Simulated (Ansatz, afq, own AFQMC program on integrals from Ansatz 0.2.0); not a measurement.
Integrals from Ansatz 0.2.0, then the random walk in our own AFQMC program (afq).

```yaml
crystal:
  periodic: [false, false, false]
  atoms:
    - {symbol: Si, position_ang: [0.000000, 0.000000, 2.100805]}
    - {symbol: Al, position_ang: [0.000000, 0.000000, -0.252999]}
    - {symbol: H, position_ang: [0.000000, 0.000000, -1.847805]}
basis:
  gaussian: {orbitals: 6-31G}
magnetization: {spin_polarized: false, initial_magnetization: 2}
correlation: {method: ccsd_t, electrons: outside_noble_gas, hamiltonian_folder: ham}
```

```sh
$ ansatz run in.yaml --threads 1 --pin off --events-out ev --progress --plain --max-ram 16896MiB --backend cuda --devices 0, --max-vram 18GiB
```

Options of the walk:

```
--method phaseless --trial cisd --walkers 4000 --populations 20 --least-time 60 --time-step 0.005 --steps-per-block 50 --equilibration-blocks 28 --max-blocks 4000 --target-error 0.00017 --factor-cut 1e-05 --start spin_pure --seed 3167 --release-times 0.24,0.51,0.99,1.62,2.4 --release-step 0.03 --release-every 3 --taylor-order 6
```

Times are imaginary, in 1/Eh. The walk had a cap of 122 s. With eight or more populations the least sampling time is a fifth of least-time, and the error comes from their spread.

Log:

```
orbitals 18  electrons 5 3  factors 103 of 310
reference energy -531.28544715 Eh
CCSD correlation -0.08446071 Eh in 12 cycles, weight of the determinant in the CISD state 0.8929
energy of the start -531.369905 Eh
 block  time / (1/Eh)  mean weight  energy / Eh
     1     0.250  1.0001  -531.369394
     2     0.500  1.0000  -531.369406
     3     0.750  0.9998  -531.369690
     4     1.000  1.0001  -531.370149
     5     1.250  0.9999  -531.370560
    12     3.000  1.0000  -531.372482
    19     4.750  0.9999  -531.373033
    26     6.500  0.9999  -531.373115
    33     8.250  1.0000  -531.373500
    34     8.500  1.0001  -531.373772
    40    10.000  0.9998  -531.373586
    47    11.750  0.9999  -531.373169
    54    13.500  1.0000  -531.373211
    61    15.250  1.0001  -531.373284
    68    17.000  1.0000  -531.373316
    69    17.250  1.0001  -531.372701
    75    18.750  1.0001  -531.373229
    78    19.500  1.0002  -531.373264
error from the spread of 20 populations
released: time / (1/Eh)  energy / Eh  error  mean overlap
  0.24  -531.373352  0.000103  1.0013
  0.51  -531.373645  0.000225  1.0019
  0.99  -531.373596  0.000083  0.9998
  1.62  -531.373723  0.000059  0.9984
  2.40  -531.373687  0.000045  1.0028
energy -531.373289 +/- 0.000127 Eh
(rows thinned)
```

The run passed its tests (sampling time, drift between the halves within three errors, error under three times the target), which doesn't prove that it has relaxed.

Against this walk (error 3.4 meV) on the same determinant: CCSD(T) 18.0 meV higher, CCSDT(Q) 17.4 meV lower, CCSDTQ 18.4 meV lower, full CI 18.8 meV lower. The error is statistical and leaves out the bias of the constraint. Released to 2.40 1/Eh the energy lies 11 ± 4 meV (both errors) below the phaseless value, which shows part or all of the bias of the constraint, and full CI lies 8.0 meV below the released value. Full CI is exact here, so the walk's 19 meV above it is the walk's own error: the bias of the constraint with this trial.

Cautions: constraint bias not in the error.

The walk took 20 s on 1 × NVIDIA H100 80GB HBM3 with 2 threads of AMD EPYC 7R13 Processor (Zen 3), with other jobs on the host (the card was shared). The log's last line is the phaseless energy.

CCSDT and higher add their correlation energy to the determinant of the CCSD(T) run, since their own runs factorise the integrals more tightly (a shift of under 2 meV). A walk keeps the symmetry of its determinant, which the program's search chose and which needn't be the lowest solution, so a lower state of the same spin and another symmetry isn't excluded.
